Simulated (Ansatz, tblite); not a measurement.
# Au(CO)H (CHAuO): removing and adding an electron

The task here is to estimate one member of a computed series from the others.

Method: as each input shows; program: Ansatz 0.2.0, Gaussian basis.

Levels to be run: charge +1 doublet, at the geometry of the singlet (PBE0-D4/def2-TZVP, PBE-D4/def2-TZVP, r2SCAN-D4/def2-TZVP, CCSD(T)/def2-TZVPP); charge -1 doublet, at the geometry of the singlet (PBE0-D4/def2-TZVPD, PBE-D4/def2-TZVPD, r2SCAN-D4/def2-TZVPD, CCSD(T)/def2-TZVPD); the starting singlet's energies come from earlier runs.

## The geometry

The singlet was relaxed beforehand with PBE0-D4/def2-TZVP.

4 atoms, charge 0, spin multiplicity 1.

Atoms are counted from 1 here; the program's logs count them from 0.

Bond lengths: Au1–C2 1.965 Å, Au1–H4 1.607 Å, C2–O3 1.125 Å. Angles: C2–Au1–H4 179.9°, Au1–C2–O3 180.0°.

Formally the metal is d10. Au takes a core potential in the def2 sets. No spin-orbit coupling is included.

Set-up of the first run:

in.yaml

```yaml
crystal:
  periodic: [false, false, false]
  atoms:
    - {symbol: Au, position_ang: [-0.040091, 0.049609, -0.859848]}
    - {symbol: C, position_ang: [0.050641, -0.062826, 1.099988]}
    - {symbol: O, position_ang: [0.102308, -0.127041, 2.222147]}
    - {symbol: H, position_ang: [-0.112848, 0.140259, -2.462277]}
basis:
  gaussian: {orbitals: def2-TZVP}
total_charge: 1
magnetization: {spin_polarized: true, initial_magnetization: 1}
hamiltonian: {xc: pbe0, dispersion: d4}
output: {orbitals: {seedname: orbitals}}
```

Run with:

```sh
$ ansatz run in.yaml --threads 4 --pin off --events-out ev --progress --plain --max-ram 3916MiB
```

Among the steps run: Charge +1 doublet at the fixed geometry, PBE0-D4/def2-TZVP; Charge +1 doublet at the fixed geometry, PBE-D4/def2-TZVP; Charge +1 doublet at the fixed geometry, r2SCAN-D4/def2-TZVP; Charge +1 doublet at the fixed geometry, CCSD(T)/def2-TZVPP; Charge -1 doublet at the fixed geometry, PBE0-D4/def2-TZVPD; Charge -1 doublet at the fixed geometry, PBE-D4/def2-TZVPD; Charge -1 doublet at the fixed geometry, r2SCAN-D4/def2-TZVPD; Charge -1 doublet at the fixed geometry, CCSD(T)/def2-TZVPD.

One table of the session follows, with a row left open; its other results are not shown here.

It belongs to the step «Vertical electron affinity». 

| method | vertical electron affinity (eV) |
| --- | --- |
| HF/def2-TZVPD | -0.57 |
| PBE-D4/def2-TZVPD | 0.14 |
| r2SCAN-D4/def2-TZVPD | 0.18 |
| PBE0-D4/def2-TZVPD | ? |
| MP2/def2-TZVPD | -0.25 |
| CCSD/def2-TZVPD | -0.19 |
| CCSD(T)/def2-TZVPD | -0.18 |

Q: Estimate the row for PBE0-D4/def2-TZVPD from the others.

**Answer.** vertical electron affinity (eV): 0.15. In the column «vertical electron affinity (eV)» it lies between PBE-D4/def2-TZVPD (0.14) and r2SCAN-D4/def2-TZVPD (0.18).

Caveats from the session: The anion's highest level is positive in at least one run, so there the basis alone may hold the extra electron.
